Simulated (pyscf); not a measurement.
`[CH2]=[O]` + `[H][H]` + `[C-]#[CH]` → `[CH3][O-]` + `[CH]#[CH]` (addition across a multiple bond or ene-type step; singlet surface; H–H broken, C–H, C–H formed). PySCF, gas phase, ωB97X-D3(BJ)/def2-SVPD geometries. Energies in kcal/mol from the separated reactants.

```csv
level,barrier,reaction energy
ωB97X-D3(BJ)/def2-TZVPD,?,?
PBE/def2-TZVPD,?,-28.5
B3LYP-D3(BJ)/def2-TZVPD,-7.6,-25.2
PBE0-D3(BJ)/def2-TZVPD,-10.7,-28.9
M06-2X/def2-TZVPD,-3.4,-24.2
ωB97M-D3(BJ)/def2-TZVPD,-3.8,-23.4
```

Q: Complete the blanks.

A: 
- ωB97X-D3(BJ)/def2-TZVPD, barrier: -3.7
- ωB97X-D3(BJ)/def2-TZVPD, reaction energy: -24.7
- PBE/def2-TZVPD, barrier: -13.2

On the reactant side the descent ends in a bound adduct, 16.0 kcal/mol under the separated species and 12.3 kcal/mol under the saddle at ωB97X-D3(BJ)/def2-TZVPD. On the product side the descent ends in a complex, 6.8 kcal/mol under the separated species and 27.9 kcal/mol under the saddle at ωB97X-D3(BJ)/def2-TZVPD. At ωB97X-D3(BJ)/def2-TZVPD, PBE, B3LYP-D3(BJ), PBE0-D3(BJ), M06-2X, ωB97M-D3(BJ) the saddle lies under the separated reactants, which points to a path from their complex (located at ωB97X-D3(BJ) alone). One saddle was located; it need not be the lowest between these sides.
